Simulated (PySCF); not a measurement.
Species: C3H3NO.
Atom-mapped SMILES: `[N:1]#[C:2][C@H:3]1[CH2:4][O:5]1` (hydrogens: H6 on C3; H7, H8 on C4)

Method used: PBE0-D3(BJ)/def2-SVP geometry optimisation, gas phase (PySCF).

Give the optimised bond lengths and angles.

```json
{"bond": "N1≡C2", "length (Å)": "1.157"}
{"bond": "C2–C3", "length (Å)": "1.450"}
{"bond": "C3–C4", "length (Å)": "1.471"}
{"bond": "C4–O5", "length (Å)": "1.404"}
{"bond": "C3–O5", "length (Å)": "1.406"}
{"bond": "C3–H6", "length (Å)": "1.098"}
{"bond": "C4–H7", "length (Å)": "1.096"}
{"bond": "C4–H8", "length (Å)": "1.097"}
```

A selection of angles:
```json
{"angle": "N1–C2–C3", "degrees": "179.1"}
{"angle": "C2–C3–C4", "degrees": "120.5"}
{"angle": "C2–C3–O5", "degrees": "116.9"}
{"angle": "C2–C3–H6", "degrees": "114.1"}
{"angle": "C4–C3–O5", "degrees": "58.3"}
{"angle": "C4–C3–H6", "degrees": "119.4"}
{"angle": "O5–C3–H6", "degrees": "115.9"}
{"angle": "C3–C4–O5", "degrees": "58.5"}
{"angle": "C3–C4–H7", "degrees": "119.1"}
{"angle": "C3–C4–H8", "degrees": "118.4"}
{"angle": "O5–C4–H7", "degrees": "116.1"}
{"angle": "O5–C4–H8", "degrees": "116.2"}
{"angle": "H7–C4–H8", "degrees": "116.1"}
{"angle": "C3–O5–C4", "degrees": "63.1"}
```

Torsions: C2–C3–C4–O5 105° (anticlinal); C2–C3–O5–C4 -111° (anticlinal).

The C–C distances run from 1.450 Å (C2–C3, drawn single) to 1.471 Å (C3–C4, drawn single), a spread of 0.021 Å. The 3-membered ring C3–C4–O5 has internal angles of 58.3° to 63.1°.

Point group: C1 (no symmetry element, even within 0.4 Å). PBE0-D3(BJ)/def2-SVP frequencies: not computed here.
